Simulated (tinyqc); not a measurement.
A ladder of methods, and size consistency: correlation methods against full CI in the sto-3g basis, for H2O, spin multiplicity 1. Computed by the program tinyqc with PySCF. All electrons correlated; +Q is the Davidson correction (1 - c0^2) E_corr. The last columns treat two copies 100 angstrom apart as one system. FCI is the lowest singlet.

Geometry (angstrom):

| atom | x | y | z |
|---|---|---|---|
| O | 0.0000 | 0.0000 | 0.0000 |
| H | 0.0000 | 0.7540 | 0.5650 |
| H | 0.0000 | -0.7540 | 0.5650 |

RHF energy of one = -74.959531 hartree

Correlation energies (hartree):

| method | E_corr of one | share of FCI (%) | E_corr of two at 100 angstrom | two minus twice one (mhartree) |
|---|---|---|---|---|
| MP2 | -0.034036 | 71.9238 | -0.068073 | 0.0000 |
| CISD | -0.046690 | 98.6615 | -0.091262 | 2.1167 |
| CISD+Q | -0.047799 | 101.0070 | -0.095302 | 0.2974 |
| CCSD | -0.047210 | 99.7615 | -0.094420 | 0.0000 |
| CCSD(T) | -0.047278 | 99.9042 | -0.094555 | 0.0000 |
| FCI | -0.047323 | 100.0000 | - | - |

What does the comparison show, and why?

MP2 recovers 72 %, CISD 98.7 % and CCSD 99.8 % of the FCI value (c0^2 = 0.976 in CISD). MP2 and coupled cluster are size consistent, so their last column vanishes; CISD loses 2.12 mhartree, since a double excitation on each copy is a quadruple of the pair, and the Davidson correction leaves +0.30.
